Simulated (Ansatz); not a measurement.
```xyz
10

C     1.1159    0.7947    0.0778
C     0.1152    0.0788   -0.7604
S     0.1184    0.0740   -2.3755
C    -0.9235   -0.6569    0.0057
N    -0.9489   -0.6714    1.2582
F    -1.8226   -1.2985   -0.7406
H     1.8394    1.3065   -0.5516
H     1.6227    0.0882    0.7409
H     0.6117    1.5092    0.7343
H    -1.7282   -1.2246    1.6115
```

Total charge 0; spin multiplicity 1.

**Question.** List the ωB97M-V/def2-TZVPP orbital energies in eV (Ansatz). (Estimate.)

**Answer.** The calculation gave: Occupied: -2426.91, -678.56, -395.11, -285.46, -284.04, -281.81, -220.88, -163.99, -163.95, -163.75, -37.87, -29.11, -26.28, -22.90, -21.50, -19.06, -17.54, -16.84, -16.49, -14.84, -14.82, -13.94, -12.98, -12.24, -11.68, -10.75, -9.10. Lowest empty: -0.99, 2.70, 3.28, 3.28, 4.12, 4.55, 4.98, 5.02.
